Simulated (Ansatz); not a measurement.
# CH5AlS: ionisation energy by level of theory

Aim: the vertical ionisation energy of CH5AlS, as cation minus neutral at the neutral's geometry, on several levels, and how well −ε(HOMO) stands in for it.

Program: Ansatz 0.2.0, Gaussian basis. Level of theory: unrestricted cation, the program's frozen cores in correlated methods. These are calculated values, not measurements.

Levels to be run: UKS PBE-D4/def2-TZVPP; UKS r2SCAN-D4/def2-TZVPP; UKS PBE0-D4/def2-TZVPP; UKS B3LYP-D4/def2-TZVPP; UKS wB97X-V/def2-TZVPP; UKS wB97M-V/def2-TZVPP; UKS B2PLYP/def2-TZVPP; UHF-CCSD(T)/def2-TZVPP; UHF-CCSD(T)/def2-QZVPP; extrapolation to the limit; then −ε(HOMO) from the neutral's earlier runs with LDA (SPW92), PBE-D4, revPBE-D4, BLYP-D4, r2SCAN-D4, B97M-V, PBE0-D4, B3LYP-D4, r2SCANh-D4, r2SCAN0-D4, HSE06-D4, BHLYP-D4, CAM-B3LYP-D4, LC-ωPBE, ωB97X-V, ωB97M-V.

**1. The geometry**

The geometry comes from an earlier relaxation with PBE0-D4 in a triple-zeta def2 set; it is a stationary point, not always the lowest conformer.

SMILES `[CH3][AlH][SH]`, 8 atoms, charge 0, spin multiplicity 1.

Atoms are counted from 1 here; the program's logs count them from 0.

Bond lengths: C1–Al2 1.943 Å, C1–H4 1.095 Å, C1–H5 1.092 Å, C1–H6 1.095 Å, Al2–S3 2.188 Å, Al2–H7 1.585 Å, S3–H8 1.344 Å. Angles: Al2–C1–H4 110.7°, Al2–C1–H5 112.5°, Al2–C1–H6 110.8°, H4–C1–H5 107.9°, H4–C1–H6 106.6°, H5–C1–H6 108.0°, C1–Al2–S3 118.2°, C1–Al2–H7 124.4°, S3–Al2–H7 117.4°, Al2–S3–H8 93.8°.

As a file:

```
atom     x (Å)     y (Å)     z (Å)
  C1  -0.72904   1.06668  -0.41787
 Al2   0.57150  -0.32658  -0.03790
  S3  -0.00373  -1.93324   1.33190
  H4  -0.34277   2.04827  -0.12432
  H5  -1.67635   0.90856   0.10241
  H6  -0.93804   1.12130  -1.49120
  H7   2.03023  -0.38120  -0.65431
  H8   1.18030  -2.56090   1.23549
```

**2. Cation, UKS PBE-D4/def2-TZVPP**

in.yaml

```yaml
crystal:
  periodic: [false, false, false]
  atoms:
    - {symbol: C, position_ang: [-0.729037, 1.066682, -0.417875]}
    - {symbol: Al, position_ang: [0.571500, -0.326575, -0.037903]}
    - {symbol: S, position_ang: [-0.003731, -1.933243, 1.331902]}
    - {symbol: H, position_ang: [-0.342770, 2.048268, -0.124316]}
    - {symbol: H, position_ang: [-1.676349, 0.908561, 0.102414]}
    - {symbol: H, position_ang: [-0.938042, 1.121302, -1.491202]}
    - {symbol: H, position_ang: [2.030232, -0.381199, -0.654312]}
    - {symbol: H, position_ang: [1.180296, -2.560898, 1.235491]}
basis:
  gaussian: {orbitals: def2-TZVPP}
total_charge: 1
magnetization: {spin_polarized: true, initial_magnetization: 1}
hamiltonian: {xc: pbe, dispersion: d4}
```

The run is started by

```bash
$ ansatz run in.yaml --threads 2 --pin off --events-out ev --progress --plain --max-ram 32768MiB --backend cpu
```

The runs that follow: Cation, UKS r2SCAN-D4/def2-TZVPP; Cation, UKS PBE0-D4/def2-TZVPP; Cation, UKS B3LYP-D4/def2-TZVPP; Cation, UKS wB97X-V/def2-TZVPP; Cation, UKS wB97M-V/def2-TZVPP; Cation, UKS B2PLYP (frozen core)/def2-TZVPP; Cation, UHF-CCSD(T)/def2-TZVPP; Cation, UHF-CCSD(T)/def2-QZVPP.

**Question.** What will the summary of the whole plan be? Wanted: ionisation energy, CCSD(T)/CBS; nearest functional by difference; nearest −ε(HOMO); −ε(HOMO) of PBE; T1 of the cation.

**Answer**, as computed:

```
                        quantity               value
  ionisation energy, CCSD(T)/CBS            10.14 eV
nearest functional by difference  ωB97X-V (-0.11 eV)
                nearest −ε(HOMO)  ωB97X-V (-0.14 eV)
                 −ε(HOMO) of PBE             6.47 eV
                T1 of the cation               0.011
```

**Reading.** Energy differences with functionals land within 0.50 eV of the reference. −ε(HOMO) of PBE misses by 3.7 eV, since self-interaction lifts the level. Among orbital estimates ωB97X-V comes nearest. Hartree-Fock falls 1.30 eV short, as the neutral has more correlation energy than the cation.
